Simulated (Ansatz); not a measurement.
in.yaml

```yaml
crystal:
  periodic: [false, false, false]
  atoms:
    - {symbol: B, position_ang: [0.000000, 0.000000, 0.848000]}
    - {symbol: B, position_ang: [0.000000, 0.000000, -0.848000]}
    - {symbol: H, position_ang: [0.000000, 0.000000, 2.023734]}
    - {symbol: H, position_ang: [0.000000, 0.000000, -2.023734]}
basis:
  gaussian: {orbitals: 6-31G}
magnetization: {spin_polarized: true, initial_magnetization: 0}
correlation: {method: bccd, electrons: valence}
scf: {lower_state_search: light}
```

```sh
$ ansatz run in.yaml --threads 1 --pin off --events-out ev --progress --plain --max-ram 2393MiB
```

The program prints:

```
316 factors; integrals over basis functions are off by at most 2.4e-4 eV
mean field evaluation 1: about -1368.9331 eV, gradient 8.1e0 eV
mean field evaluation 2: about -1368.9340 eV, gradient 8.1e0 eV
mean field evaluation 4: about -1369.7059 eV, gradient 2.0e-1 eV
mean field evaluation 8: about -1369.7063 eV, gradient 7.4e-5 eV
mean field evaluation 16: about -1370.5003 eV, gradient 3.2e-1 eV
mean field evaluation 32: about -1370.3951 eV, gradient 9.6e-1 eV
mean field evaluation 64: about -1370.5072 eV, gradient 5.0e-3 eV
mean field evaluation 96: about -1369.7063 eV, gradient 5.5e-7 eV
mean field evaluation 128: about -1370.3794 eV, gradient 9.5e-1 eV
mean field evaluation 160: about -1369.7063 eV, gradient 3.4e-5 eV
mean field evaluation 192: about -1369.6337 eV, gradient 3.0e0 eV
mean field evaluation 224: about -1369.7082 eV, gradient 2.0e-1 eV
mean field evaluation 256: about -1370.5097 eV, gradient 2.3e-2 eV
mean field evaluation 288: about -1366.9438 eV, gradient 6.8e0 eV
mean field evaluation 320: about -1362.1041 eV, gradient 1.2e1 eV
mean field evaluation 352: about -1369.7063 eV, gradient 1.3e-6 eV
mean field -1370.50988111 eV, -50.3653091658 hartree, gradient 1.8e-6 eV, S^2 1.002311; 18 other end points of the search recorded, 0 dependent functions left out
determinant -1370.50988111 eV, -50.3653091658 hartree, with singles and doubles -1373.64704063 eV, -50.4805976518 hartree
determinant -1370.50721518 eV, -50.3652111946 hartree, with singles and doubles -1373.66216676 eV, -50.4811535268 hartree
determinant -1369.86692836 eV, -50.3416810882 hartree, with singles and doubles -1373.13018174 eV, -50.4616034378 hartree
determinant -1369.70628146 eV, -50.3357774235 hartree, with singles and doubles -1373.14920357 eV, -50.4623024773 hartree
determinant -1370.50988111 eV, -50.3653091658 hartree, with singles and doubles -1373.69011639 eV, -50.4821806568 hartree
determinant -1370.50721518 eV, -50.3652111946 hartree, with singles and doubles -1373.69325220 eV, -50.4822958955 hartree
determinant -1369.86692836 eV, -50.3416810882 hartree, with singles and doubles -1373.13619132 eV, -50.4618242860 hartree
determinant -1369.70628146 eV, -50.3357774235 hartree, with singles and doubles -1373.15342190 eV, -50.4624574981 hartree
2 core orbitals not correlated: weight in the atoms' cores, before any rotation towards them, 1.000 or more for the frozen orbitals, at most 0.000 for the correlated occupied ones
reference -1370.50721518 eV, -50.3652111946 hartree; 4, 4 occupied and 16, 16 virtual orbitals, 316 factors
second order -2.37397421 eV of doubles, -0.00000000 eV of singles
cycle   1  -3.18224002 eV  change    3.8e-3 eV  update   2.6e-3
cycle   2  -3.18135041 eV  change    8.9e-4 eV  update   3.5e-4
cycle   3  -3.18126564 eV  change    8.5e-5 eV  update   1.0e-4
cycle   4  -3.18125224 eV  change    1.3e-5 eV  update   3.9e-5
cycle   5  -3.18124263 eV  change    9.6e-6 eV  update   2.3e-5
cycle   6  -3.18123173 eV  change    1.1e-5 eV  update   1.8e-5
cycle   7  -3.18120489 eV  change    2.7e-5 eV  update   1.5e-5
cycle   8  -3.18116983 eV  change    3.5e-5 eV  update   9.1e-6
cycle   9  -3.18115719 eV  change    1.3e-5 eV  update   3.2e-6
cycle  10  -3.18115540 eV  change    1.8e-6 eV  update   8.5e-7
WARN: the results are in doubt because among natural orbitals full CI differs from the method by +0.418 eV
Total energy: -1373.68837058 eV, -50.4821164994 hartree
In doubt: among natural orbitals full CI differs from the method by +0.418 eV
```

Ran on 1 thread of Intel Xeon Platinum 8375C, shared host: 1.5 s wall, 0.09 GiB peak host memory.
